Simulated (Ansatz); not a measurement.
# Al2+ (doublet): the correlation ladder, cc-pVDZ

Aim: climb from Hartree-Fock through coupled cluster and multireference methods for Al2+ (doublet) at one geometry and basis, and see what each rung misses.

Method: cc-pVDZ, core rule «outside noble gas», up to 10 orbitals frozen; program: Ansatz 0.2.0, Gaussian basis.

The runs, in order: UHF; CCSD(T) on ROHF; CCSD(T) on UHF; BCCD(T) on ROHF; CISD; CCSDT(Q) on ROHF; CCSDT(Q) on UHF; CISDTQ; CASSCF and MRCISD+Q, 5 electrons in 8 orbitals; CASSCF and NEVPT2, 5 electrons in 8 orbitals; Full CI.

15 further runs of the same task are left out: 3 that didn't finish, 12 set aside as unsound or not needed.

## Step 1: What is computed

The geometry is a PBE0/def2-TZVP stationary point (not a proven minimum) of the parent state, kept for this charge and spin.

2 atoms, charge 1, spin multiplicity 2.

Atoms are counted from 1 here; the program's logs count them from 0.

Bond lengths: Al1–Al2 2.479 Å.

## Step 2: UHF

in.yaml reads:

```yaml
crystal:
  periodic: [false, false, false]
  atoms:
    - {symbol: Al, position_ang: [0.000000, 0.000000, 0.000000]}
    - {symbol: Al, position_ang: [0.000000, 0.000000, 2.478843]}
basis:
  gaussian: {orbitals: cc-pVDZ}
total_charge: 1
magnetization: {spin_polarized: true, initial_magnetization: 1}
hamiltonian: {xc: hf}
output: {orbitals: {seedname: orbitals}}
```

Started as:

```
$ ansatz run in.yaml --threads 1 --pin off --events-out ev --progress --plain --max-ram 2393MiB
```

The runs that follow: CCSD(T) on ROHF; CCSD(T) on UHF; BCCD(T) on ROHF; CISD; CCSDT(Q) on ROHF; CCSDT(Q) on UHF; CISDTQ; CASSCF and MRCISD+Q, 5 electrons in 8 orbitals; CASSCF and NEVPT2, 5 electrons in 8 orbitals; Full CI.

Q: Predict the results of all the runs planned. Wanted: FCI below the RHF energy; RMP2 from FCI; UMP2 from FCI; RCCSD from FCI; RCCSD(T) from FCI; UCCSD(T) from FCI; RCCSDT(Q) from FCI; UCCSDT(Q) from FCI; NEVPT2 valence from FCI.

The runs gave:

| quantity | value |
| --- | --- |
| FCI below the RHF energy | -2.9040 eV |
| RMP2 from FCI | +907.5 meV |
| UMP2 from FCI | +916.3 meV |
| RCCSD from FCI | +175.4 meV |
| RCCSD(T) from FCI | +49.9 meV |
| UCCSD(T) from FCI | +50.0 meV |
| RCCSDT(Q) from FCI | +1.6 meV |
| UCCSDT(Q) from FCI | +1.3 meV |
| NEVPT2 valence from FCI | +426.7 meV |
| MRCISD+Q valence from FCI | +110.6 meV |
| levels within 1 kcal/mol (43 meV) | RCCSDT, UCCSDT, CISDTQ, RCCSDT(Q), UCCSDT(Q) |
| T1 diagnostic | 0.025 |
| effectively unpaired electrons | 1.21 |

**Reading.** RCCSD(T) lands +49.9 meV from the yardstick (1.7 % of the correlation energy). The occupations show some static correlation. Of the multireference levels listed MRCISD+Q valence comes nearest in total energy (+110.6 meV), which doesn't show that its space is the better one. Coupled cluster took another determinant than the lowest Hartree-Fock one. These misses are within one basis, not against nature; the frozen cores of restricted and unrestricted runs differ, which can shift their rows.
